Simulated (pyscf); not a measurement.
## Routes from `[F][SiH2][NH][SiH3]` + `[H]` [doublet]

Candidate steps break at most two bonds and form at most two. Each was searched with GFN2-xTB (tblite) first. PySCF, gas phase, ωB97X-D3(BJ)/def2-SVP geometries. Energies: ωB97M-D3(BJ)/def2-TZVP, eV, from the separated reactants, doublet surface; ΔG‡ with ideal gas, 1 atm, RRHO with modes under 100 cm⁻¹ raised to 100, one conformer, R ln 2 for chiral ones without a mode under 150 cm⁻¹.

```tsv
products	type	ΔE‡	ΔE	ΔG‡ 298 K	ΔG‡ 900 K	ν‡ (cm⁻¹)
F–SiH₂–NH–SiH₂• + H₂	hydrogen abstraction	0.20	-0.50	0.41	0.99	922i
•H₂Si–NH–SiH₃ + HF	atom transfer	1.61	+0.92	1.95	2.60	705i
```

Plain bond fissions and candidates not yet searched are not listed, and one of them may be faster. Each barrier is that of the saddle found; lower ones may exist.
